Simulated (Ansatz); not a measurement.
Rock-salt KCl: TO phonon frequency at L by level of theory

No measured value is used here.

| level (code) | value (cm⁻¹) | cell (Å³/atom) |
|---|---|---|
| LDA (Ansatz) | 125 | 28.04 |
| PBE (Ansatz) | ___ | 32.48 |
| r²SCAN (Ansatz) | 113 | 31.15 |

**Question.** What belongs in the gaps?

**Answer.** 
- PBE (Ansatz, a quantum-chemistry and plane-wave program), value (cm⁻¹): 100

Each level is taken at its own relaxed cell. Cutoffs differ between the levels. Ansatz's density-functional and Hartree–Fock values are scalar-relativistic unless marked +SOC, with PAW data made under PBE.
